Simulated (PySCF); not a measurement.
# Orbital energies, ionisation energy and electron affinity

Species: C2H5B.
Z-matrix (Å and degrees, PBE0-D3(BJ)/def2-SVP geometry), rows numbered from 1:
```
B 
C   1  1.5416
C   2  1.3468  1  120.81
H   1  1.2097  2  121.93  3   179.98
H   1  1.2115  2  118.90  3    -0.02
H   2  1.0972  1  121.47  3  -179.98
H   3  1.0960  2  120.79  1     0.02
H   3  1.0966  2  122.92  1  -179.98
```

The species is `BC=C` (C2H5B).

Level: CAM-B3LYP/def2-SVPD (PySCF). Frontier orbitals with their largest atomic shares (Löwdin; up to four atoms above 4 %):

```tsv
orbital	ε (eV)	main atoms
HOMO−3	-12.82	C3 28 %, C2 22 %, B1 14 %, H7 14 %
HOMO−2	-10.80	B1 30 %, C2 24 %, C3 15 %, H4 15 %
HOMO−1	-10.63	B1 38 %, H5 24 %, C2 14 %, H4 13 %
HOMO	-9.80	?
LUMO	-0.98	B1 37 %, C3 26 %, C2 19 %, H4 6 %
LUMO+1	1.40	B1 56 %, C3 16 %, H7 6 %, H8 5 %
LUMO+2	2.03	C3 29 %, B1 23 %, H8 21 %, H7 7 %
```

What vertical ionisation energy does ΔSCF give, and how far is −ε(HOMO) from it?

ΔSCF: 10.88 eV (1050 kJ/mol; threshold wavelength 114 nm); ⟨S²⟩ of the doublet left behind is 0.752, against 0.75 for a pure doublet. −ε(HOMO) is 9.80 eV, 1.08 eV below it. In exact Kohn–Sham theory the two would be equal; CAM-B3LYP (range-separated hybrid) falls short of its own ΔSCF value by 10 %.

On which atoms does the HOMO lie?

C2 (alkene CH carbon) 41 %, C3 (terminal =CH2 carbon) 37 %, B1 (three-coordinate boron) 10 %. The HOMO−1 lies 0.83 eV lower.

And the vertical electron affinity, the fundamental gap, Mulliken's electronegativity and the hardness (with the factor ½)?

EA = 0.13 eV by ΔSCF (−ε(LUMO) = 0.98 eV). IE − EA = 10.75 eV against an orbital gap of 8.82 eV; (IE + EA)/2 = 5.51 eV; (IE − EA)/2 = 5.38 eV. Parr's electrophilicity index (IE + EA)²/[8(IE − EA)] is 1.41 eV.

What kinetic energy would electrons from this vertical process carry with Lyman-α light (10.199 eV)?

The photon is 0.68 eV short of the vertical value.

What total energies stand behind the ΔSCF value?

E(N) = -103.87774 Eh and E(N − 1) = -103.47780 Eh at the same geometry, 0.39994 Eh apart. With one more electron, E(N + 1) = -103.88247 Eh.

The lowest singlet excitation (vertical TDDFT, same level) lies at 5.40 eV. How far is it below IE − EA?

IE − EA = 10.75 eV, so by 5.35 eV.

With α = 41.8 au, estimate the like-pair dispersion coefficient by London's formula C6 = (3/4)α²I.

I = 0.3999 Eh, so C6 ≈ 524 au, a rough estimate.

Geometry: PBE0-D3(BJ)/def2-SVP; no solvent, vibrations or thermal averaging.

The run behind these numbers computed excited states and ΔSCF ions as well. Hardware: one thread, Arm Neoverse V1, on a shared host. Cost: 34 s of wall time.
